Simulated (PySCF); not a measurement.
Compound: CH5AlN (charge -1).
Numbering: `[CH2:1]=[N:2][AlH3-:3]` (hydrogens: H4, H5 on C1; H6, H7, H8 on Al3)

The closed-shell ground state was solved at several levels (PySCF, density fitting, gas phase, non-relativistic). Isolated species at its PBE0-D3(BJ)/def2-SVP geometry, gas phase. No diffuse functions stand in pcSseg-1 and pcSseg-2, which bears on an anion's orbital energies.

| level | basis functions | total energy (Eh) | HOMO (eV) | LUMO (eV) | gap (eV) |
| --- | --- | --- | --- | --- | --- |
| PBE0/pcSseg-1 | 83 | -338.0588 | -1.38 | 4.57 | 5.95 |
| wB97X-D/def2-SVPD | 104 | -338.1346 | -3.43 | 5.36 | 8.79 |

**Question.** What might B97-2/pcSseg-2 (185 basis functions) give for the same quantities?

**Answer.** Total energy -338.3331 Eh, HOMO -1.29 eV, LUMO 4.15 eV, gap 5.44 eV.

**Question.** Over all these levels, which gives the widest orbital gap and which the narrowest?

**Answer.** wB97X-D/def2-SVPD (range-separated hybrid) has the widest, 8.79 eV, and B97-2/pcSseg-2 (global hybrid, 21 % exact exchange) the narrowest, 5.44 eV. Functional and basis both differ between the two, so the spread mixes both effects.

wB97X-D is run here without its empirical dispersion term; that term would change no orbital, density or response property at a fixed geometry.
